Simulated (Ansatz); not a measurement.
We consider fcc Ir, described by HSE06 in Ansatz (plane waves, PAW).

Run with plane-wave cutoff 500 eV, 10×10×1 k mesh (along the axes of the cell as run), Fermi–Dirac smearing 0.1 eV, scalar-relativistic PAW data made under PBE.

The cell is the one relaxed with r²SCAN.

Q: Estimate the surface energy of the (100) face and work function of the (100) face that the calculation returns.

A: 
* **surface energy of the (100) face**: 3.34 J/m²
* **work function of the (100) face**: 5.75 eV

Note: exact exchange on metals is sensitive to the k mesh and can open a false gap.

The slab of 6 atoms is relaxed and unreconstructed.

Spin–orbit coupling is not included.

Computed values are for the static lattice.

Computing time: very roughly 14 core-minutes.

Ansatz is an electronic-structure program.
